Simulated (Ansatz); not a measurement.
System: PbO (Pbcm, No. 57). Method: r²SCAN+rVV10 (Ansatz, an electronic-structure program, plane waves, PAW).

Settings: plane-wave cutoff 560 eV, 8×6×6 k mesh (along the axes of the cell as run), Fermi–Dirac smearing 0.01 eV, scalar-relativistic PAW data made under PBE.

The cell is scaled about its equilibrium volume:

Shape and atoms are relaxed at each volume.

| V (Å³/atom) | P (GPa) | direct gap at Γ (eV) | smallest gap on the k mesh (eV) |
|---|---|---|---|
| 18.446 | 1.22 | 3.793 | 2.444 |
| 18.830 | 0.55 | 3.729 | 2.465 |
| 19.214 | -0.01 | 3.664 | 2.477 |
| 19.599 | -0.45 | 3.610 | 2.486 |
| 19.983 | -0.80 | 3.563 | 2.499 |

The fundamental gap (2.48 eV at the equilibrium volume, with added k points) lies elsewhere than Γ–Γ.

Note: the bulk modulus comes from volumes at which shape and atoms were relaxed.

Spin–orbit coupling is not included; with these elements it can move the gap by several tenths of an eV or more.
